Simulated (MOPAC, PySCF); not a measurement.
C$_{3}$H$_{8}$O, SMILES `CCCO` (C–C–C–O torsion -178°, C–C–O–H torsion -59°), neutral singlet in the gas phase. 

Cartesian coordinates (Å):
SMILES: C(O)CC
```xyz
12

C     -1.5335     0.0217    -0.3255
C     -0.1096     0.5206    -0.0938
C      0.9290    -0.5707    -0.3080
O      2.2594    -0.1390    -0.0421
H     -2.2621     0.8190    -0.1731
H     -1.7822    -0.7905     0.3616
H     -1.6618    -0.3550    -1.3431
H     -0.0025     0.9093     0.9222
H      0.1038     1.3540    -0.7732
H      0.8469    -0.9706    -1.3278
H      0.7502    -1.3993     0.3801
H      2.4624     0.6005    -0.6252
```
Charge 0, multiplicity 1.

All levels are single points at this geometry (B3LYP-D3(BJ)/def2-TZVP); Pople sets use spherical d functions. Orbital energies aren't observables, and empty levels follow the basis.

HF/3-21G in PySCF gives HOMO (eV) = -11.48.

Problem. Estimate the HOMO (eV) from each of these levels: B3LYP-D3(BJ)/def2-TZVP in PySCF; PBE-D3(BJ)/def2-TZVP in PySCF; B3LYP/3-21G in PySCF; B3LYP/6-311+G** in PySCF; BP86/6-31G* in PySCF; M06-2X/6-31G* in PySCF; PBE/6-31G* in PySCF; SVWN5/6-31G* in PySCF; HF/STO-3G in PySCF; AM1 in MOPAC; PM6 in MOPAC; PM7 in MOPAC.

Solution. 
| level | HOMO (eV) |
|---|---|
| B3LYP-D3(BJ)/def2-TZVP in PySCF | -7.53 |
| PBE-D3(BJ)/def2-TZVP in PySCF | -6.10 |
| B3LYP/3-21G in PySCF | -6.62 |
| B3LYP/6-311+G** in PySCF | -7.60 |
| BP86/6-31G* in PySCF | -5.71 |
| M06-2X/6-31G* in PySCF | -9.08 |
| PBE/6-31G* in PySCF | -5.58 |
| SVWN5/6-31G* in PySCF | -5.68 |
| HF/STO-3G in PySCF | -9.42 |
| AM1 in MOPAC | -11.03 |
| PM6 in MOPAC | -10.47 |
| PM7 in MOPAC | -10.64 |
